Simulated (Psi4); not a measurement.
# [SiPH4]− (SMILES [SiH2-]P) at DSD-PBEP86/def2-SVPD (density fitting for correlation)

What is the energy change on altering one bond length of [SiPH4]− at DSD-PBEP86/def2-SVPD (density fitting for correlation)? 

The results are computed with Psi4 1.11.

6 further runs of the same task are left out: 4 that didn't finish, 2 set aside as unsound or not needed.

### 1 The system as given

The species is [SiPH4]− (6 atoms), meant as a singlet with charge -1. As SMILES, `[SiH2-]P`. The coordinates come from a GFN2-xTB relaxation. This is one conformer, not always the lowest.

Bond lengths: Si1–P2 2.225 Å, Si1–H3 1.503 Å, Si1–H4 1.503 Å, P2–H5 1.375 Å, P2–H6 1.375 Å. Angles: Si1–P2–H5 94.0°, Si1–P2–H6 94.1°, P2–Si1–H3 96.4°, P2–Si1–H4 96.5°, H5–P2–H6 91.3°, H3–Si1–H4 96.7°.

### 2 A single-point energy at DSD-PBEP86/def2-SVPD (density fitting for correlation)

Contents of job.dat:

```
memory 1600 MB

molecule mol {
  -1 1
  Si     0.357650    -1.019850    -0.132620
  P     -0.355230     1.071380     0.132600
  H     -0.387090    -1.600590     1.036860
  H     -0.642080    -1.408110    -1.185860
  H      0.407400     1.565440    -0.899820
  H      0.619350     1.391730     1.048840
  units angstrom
  symmetry c1
}

set {
  basis                def2-SVPD
  puream               true
  e_convergence        1e-09
  d_convergence        1e-08
  scf_type             pk
  dft_radial_points    99
  dft_spherical_points 590
  num_frozen_docc      10
}

energy('dsd-pbep86')
print_variables()
```

Command:

```bash
psi4 job.dat job.out -n 1
```

job.out, cut to the lines that bear on the results:

```text
[...]
  Running in c1 symmetry.
[...]
  Nuclear repulsion =   83.574544087149334
[...]
  Multiplicity = 1
[...]
  Nalpha       = 17
  Nbeta        = 17
[...]
    Number of basis functions: 80
[...]
   @RKS iter   1:  -632.22635255693933   -3.69589e-01   3.35077e-03 DIIS/ADIIS
[...]
   @RKS iter  11:  -632.29790769539102   -7.38964e-12   3.19013e-09 DIIS
[...]
    Orbital Energies [Eh]
    ---------------------
    Doubly Occupied:
       1A    -78.705772     2A    -67.579162     3A     -6.959208
       4A     -5.587055     5A     -4.947556     6A     -4.946275
       7A     -4.944428     8A     -3.780646     9A     -3.779893
      10A     -3.777911    11A     -0.601183    12A     -0.400715
      13A     -0.304416    14A     -0.202209    15A     -0.199706
      16A     -0.160464    17A     -0.035430
[...]
  @RKS Final Energy:  -632.29790769539102
   => Energetics <=
    Nuclear Repulsion Energy =             83.5745440871493344
    One-Electron Energy =               -1048.6839103718998558
    Two-Electron Energy =                 345.8248972674821289
    DFT Exchange-Correlation Energy =     -13.0134386781225651
    Empirical Dispersion Energy =           0.0000000000000000
    VV10 Nonlocal Energy =                  0.0000000000000000
    Total Energy =                       -632.2979076953910180
[...]
 Multipole Moments:
 ------------------------------------------------------------------------------------
     Multipole            Electronic (a.u.)      Nuclear  (a.u.)        Total (a.u.)
 ------------------------------------------------------------------------------------
 L = 1.  Multiply by 2.5417464519 to convert [e a0] to [Debye]
 Dipole X            :         -0.6922767            0.3776105           -0.3146662
 Dipole Y            :          2.4433627           -1.2645816            1.1787811
 Dipole Z            :          0.2833245           -0.1428416            0.1404829
 Magnitude           :                                                    1.2281185
[...]
```

It took 7.5 s on 1 thread of Intel Xeon 6975P-C (Granite Rapids), shared host; peak memory 1 GiB.

### 3 The distorted shape, same level

Contents of input.in:

```
memory 1600 mb

molecule {
  -1 1
  Si
  P 1 2.22526
  H 1 1.50319 2 96.40894
  H 1 1.50317 3 96.65156 2 -97.34055
  H 2 1.375351 1 94.04167 4 -85.81217
  H 2 1.7881 5 91.34573 1 94.19421
  units angstrom
  symmetry c1
  no_reorient
  no_com
}

set {
  basis                def2-SVPD
  puream               true
  e_convergence        1e-09
  d_convergence        1e-08
  scf_type             pk
  dft_radial_points    99
  dft_spherical_points 590
  num_frozen_docc      10
}

e_tot, wfn = energy('dsd-pbep86', return_wfn=True)
```

Command:

```bash
psi4 -n 1 input.in input.out
```

input.out, cut to the lines that bear on the results:

```text
[...]
  Running in c1 symmetry.
[...]
  Nuclear repulsion =   81.947888363931881
[...]
  Multiplicity = 1
[...]
  Nalpha       = 17
  Nbeta        = 17
[...]
    Number of basis functions: 80
[...]
   @RKS iter   1:  -632.18692869978213   -5.04614e-01   3.48172e-03 DIIS/ADIIS
[...]
   @RKS iter  11:  -632.26959935522609   -4.06999e-11   9.04532e-09 DIIS
[...]
    Orbital Energies [Eh]
    ---------------------
    Doubly Occupied:
       1A    -78.736362     2A    -67.582318     3A     -6.984249
       4A     -5.590459     5A     -4.972380     6A     -4.971049
       7A     -4.968946     8A     -3.783983     9A     -3.783210
      10A     -3.781267    11A     -0.582689    12A     -0.400020
      13A     -0.273405    14A     -0.205890    15A     -0.192261
      16A     -0.165822    17A     -0.038781
[...]
  @RKS Final Energy:  -632.26959935522609
   => Energetics <=
    Nuclear Repulsion Energy =             81.9478883639318809
    One-Electron Energy =               -1045.1897672492541460
    Two-Electron Energy =                 343.9598901899805696
    DFT Exchange-Correlation Energy =     -12.9876106598843588
    Empirical Dispersion Energy =           0.0000000000000000
    VV10 Nonlocal Energy =                  0.0000000000000000
    Total Energy =                       -632.2695993552260916
[...]
 Multipole Moments:
 ------------------------------------------------------------------------------------
     Multipole            Electronic (a.u.)      Nuclear  (a.u.)        Total (a.u.)
 ------------------------------------------------------------------------------------
 L = 1.  Multiply by 2.5417464519 to convert [e a0] to [Debye]
 Dipole X            :          0.5787089           -0.3342847            0.2444242
 Dipole Y            :         -0.1801958            0.0740942           -0.1061017
 Dipole Z            :          2.4151051           -1.3001783            1.1149268
 Magnitude           :                                                    1.1463257
[...]
```

Run time: 7.5 s. Hardware: 1 thread of Intel Xeon 6975P-C (Granite Rapids), shared host; peak memory 1 GiB.

### 4 Outcome

At DSD-PBEP86/def2-SVPD (density fitting for correlation), 10 core orbitals frozen:

| quantity | value |
| --- | --- |
| first shape: total energy | -632.43701 Eh |
| first shape: HOMO energy (SCF part's orbitals) | -0.96 eV |
| first shape: LUMO energy (SCF part's orbitals) | 5.99 eV |
| first shape: HOMO–LUMO gap (to an unbound level, set by the basis) | 6.96 eV |
| distorted shape: total energy | -632.41072 Eh |
| distorted shape: HOMO energy (SCF part's orbitals) | -1.06 eV |
| distorted shape: LUMO energy (SCF part's orbitals) | 5.51 eV |
| distorted shape: HOMO–LUMO gap (to an unbound level, set by the basis) | 6.57 eV |
| energy change with the P2–H6 bond stretched from 1.375 to 1.788 Å | 0.715 eV |

In words: With the P2–H6 bond stretched from 1.375 to 1.788 Å the energy rises by 0.72 eV (69.0 kJ/mol). The first shape isn't relaxed at this level, so the change isn't measured from a minimum.
